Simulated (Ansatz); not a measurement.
# CH₄B+ (SMILES B[CH2+]): functionals against CCSD(T) at one geometry

An exercise on one series of results from a longer session: the logs are not shown, and one member is left open.

Method: single points in def2-TZVPP; program: Ansatz 0.2.0, Gaussian basis.

Cores are frozen in the correlated methods.

**Starting geometry**

6 atoms, charge 1, spin multiplicity 1.

Atoms are counted from 1 here; the program's logs count them from 0.

Bond lengths: B1–C2 1.661 Å, B1–H4 1.182 Å, C2–H5 1.207 Å, C2–H6 1.174 Å. Angles: C2–B1–H4 107.0°, B1–C2–H5 124.9°, B1–C2–H6 110.4°, H5–C2–H6 115.5°.

As a file:

```csv
atom,x (Å),y (Å),z (Å)
B1,-0.0899,-0.7671,-0.1621
C2,0.0046,0.8182,0.3242
H3,0.3710,-1.4403,-1.3627
H4,-0.3900,-1.4021,0.7881
H5,1.0287,1.4030,0.5793
H6,-0.8254,1.4590,-0.2039
```

Set-up of the first run:

run/in.yaml

```yaml
crystal:
  periodic: [false, false, false]
  atoms:
    - {symbol: B, position_ang: [-0.089900, -0.767100, -0.162100]}
    - {symbol: C, position_ang: [0.004600, 0.818200, 0.324200]}
    - {symbol: H, position_ang: [0.371000, -1.440300, -1.362700]}
    - {symbol: H, position_ang: [-0.390000, -1.402100, 0.788100]}
    - {symbol: H, position_ang: [1.028700, 1.403000, 0.579300]}
    - {symbol: H, position_ang: [-0.825400, 1.459000, -0.203900]}
basis:
  gaussian: {orbitals: def2-TZVPP}
total_charge: 1
correlation: {method: ccsd_t}
output: {forces: true}
```

The command line of these runs was not kept.

Among the steps run: CCSD(T)/def2-TZVPP; PBE0-D4/def2-TZVPP; wB97M-V/def2-TZVPP; r2SCAN-D4/def2-TZVPP; PBE-D4/def2-TZVPP; r2SCAN0-D4/def2-TZVPP; wB97X-V/def2-TZVPP.

One table of the session follows, with a row left open; its other results are not shown here.

| method | RMS force component (eV/Å) | angle to CCSD(T) forces (°) |
| --- | --- | --- |
| CCSD(T) | 1.719 | reference |
| PBE0-D4 | 1.771 | 7.0 |
| wB97M-V | 1.769 | 3.1 |
| r2SCAN-D4 | 1.783 | 9.1 |
| PBE-D4 | 1.702 | 14.0 |
| r2SCAN0-D4 | 1.828 | 4.3 |
| wB97X-V | ? | ? |

**Question.** Estimate the row for wB97X-V.

The run gave: RMS force component (eV/Å): 1.777; angle to CCSD(T) forces (°): 2.0. In the column «RMS force component (eV/Å)» it lies between PBE0-D4 (1.771) and r2SCAN-D4 (1.783).
